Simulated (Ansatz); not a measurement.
The cluster Li₃H⁻ (the lowest doublet isomer of a short search) was relaxed with PBE0-D4 (def2-TZVPD) in Ansatz in these states: charge -1 doublet, charge -1 quartet. The geometries follow in no particular order.

A:

Cartesian coordinates in Å:
```
Li -0.618 -2.064 0.984
Li -1.176 0.617 -0.440
Li 1.392 0.102 0.097
H 0.403 1.345 -0.641
```

B:

```csv
atom,x (Å),y (Å),z (Å)
Li1,0.8200,1.3120,0.7837
Li2,0.8271,-0.9563,-1.1906
Li3,-1.7059,-0.1898,0.2185
H4,0.0589,-0.1658,0.1884
```

**Question.** Judge from the bond lengths which geometry belongs to which state (an estimate).

**Answer.** A is the charge -1 doublet (Li2–Li3 2.674 Å, Li2–H4 1.751 Å, Li3–H4 1.751 Å); B is the charge -1 quartet (Li2–Li3 2.998 Å, Li2–H4 1.765 Å, Li3–H4 1.765 Å).

At PBE0-D4/def2-TZVPD the highest occupied level of the charge -1 doublet lies above zero (up to 0.56 eV). By energy differences its removal costs 0.46 eV (vertical, to the charge 0 singlet, at PBE0-D4/def2-TZVPD); a positive level beside a positive removal energy at the same level points to self-interaction error. At PBE0-D4/def2-TZVPD a doublet lies 0.10 eV below the charge -1 quartet. These are the stationary points nearest to one start from a short search; other shapes may lie lower in each state.
